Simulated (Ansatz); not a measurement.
# CH₂F₂O: ionisation energy by level of theory

One table from this session's results is given with a row withheld; the runs are named, their logs left out.

The runs use Ansatz 0.2.0, Gaussian basis; unrestricted cation, the program's frozen cores in correlated methods.

The runs, in order: UKS PBE-D4/def2-TZVPP; UKS r2SCAN-D4/def2-TZVPP; UKS PBE0-D4/def2-TZVPP; UKS B3LYP-D4/def2-TZVPP; UKS wB97X-V/def2-TZVPP; UKS wB97M-V/def2-TZVPP; UKS B2PLYP/def2-TZVPP; UHF-CCSD(T)/def2-TZVPP; UHF-MP2/def2-QZVPP; extrapolation to the limit; then −ε(HOMO) from the neutral's earlier runs with LDA (SPW92), PBE-D4, revPBE-D4, BLYP-D4, r2SCAN-D4, B97M-V, PBE0-D4, B3LYP-D4, r2SCANh-D4, r2SCAN0-D4, HSE06-D4, BHLYP-D4, CAM-B3LYP-D4, LC-ωPBE, ωB97X-V, ωB97M-V.

**The geometry**

The geometry comes from an earlier relaxation with PBE0-D4 in a triple-zeta def2 set; it is a stationary point.

6 atoms, charge 0, spin multiplicity 1.

Atoms are counted from 1 here; the program's logs count them from 0.

Bond lengths: O1–C2 1.346 Å, O1–H5 0.966 Å, C2–F3 1.356 Å, C2–F4 1.356 Å, C2–H6 1.091 Å. Angles: C2–O1–H5 108.8°, O1–C2–F3 111.4°, O1–C2–F4 111.4°, O1–C2–H6 109.4°, F3–C2–F4 105.7°, F3–C2–H6 109.4°, F4–C2–H6 109.4°.

Geometry (Å):

```xyz
6

O     0.0951    0.9856   -0.4385
C     0.0606   -0.1378    0.3022
F     0.8763   -1.0925   -0.2082
F    -1.1797   -0.6843    0.3151
H    -0.1766    0.7729   -1.3403
H     0.3662    0.0921    1.3235
```

The first run:

Contents of in.yaml:

```yaml
crystal:
  periodic: [false, false, false]
  atoms:
    - {symbol: O, position_ang: [0.095144, 0.985569, -0.438472]}
    - {symbol: C, position_ang: [0.060627, -0.137782, 0.302162]}
    - {symbol: F, position_ang: [0.876291, -1.092549, -0.208235]}
    - {symbol: F, position_ang: [-1.179730, -0.684347, 0.315094]}
    - {symbol: H, position_ang: [-0.176574, 0.772908, -1.340283]}
    - {symbol: H, position_ang: [0.366242, 0.092103, 1.323534]}
basis:
  gaussian: {orbitals: def2-TZVPP}
total_charge: 1
magnetization: {spin_polarized: true, initial_magnetization: 1}
hamiltonian: {xc: pbe, dispersion: d4}
```

Among the steps run: Cation, UKS PBE-D4/def2-TZVPP; Cation, UKS r2SCAN-D4/def2-TZVPP; Cation, UKS PBE0-D4/def2-TZVPP; Cation, UKS B3LYP-D4/def2-TZVPP; Cation, UKS wB97X-V/def2-TZVPP; Cation, UKS wB97M-V/def2-TZVPP; Cation, UKS B2PLYP (frozen core)/def2-TZVPP; Cation, UHF-CCSD(T)/def2-TZVPP; Cation, UHF-MP2/def2-QZVPP.

One of the session's tables, all rows but one given; the rest of the session is left out.

Orbital estimates, from the neutral's runs:

| functional | −ε(HOMO) (eV) |
| --- | --- |
| LDA (SPW92) | 8.35 |
| PBE-D4 | 8.12 |
| revPBE-D4 | 8.04 |
| BLYP-D4 | 8.06 |
| r2SCAN-D4 | ? |
| B97M-V | 8.73 |
| PBE0-D4 | 10.06 |
| B3LYP-D4 | 9.77 |
| r2SCANh-D4 | 9.30 |
| r2SCAN0-D4 | 10.39 |
| HSE06-D4 | 9.64 |
| BHLYP-D4 | 11.95 |
| CAM-B3LYP-D4 | 11.63 |
| LC-ωPBE | 12.97 |
| ωB97X-V | 12.62 |
| ωB97M-V | 12.57 |

Estimate the missing values for r2SCAN-D4.

Worked estimate for «−ε(HOMO) (eV)». Against the share of exact exchange, r2SCANh-D4 (0.1, 9.30), r2SCAN0-D4 (0.25, 10.39) give a slope of 7.27 per unit share; at 0 the line stands at 8.57.

**Answer.** −ε(HOMO) (eV): 8.58. In «−ε(HOMO) (eV)» the line misses by -0.01.
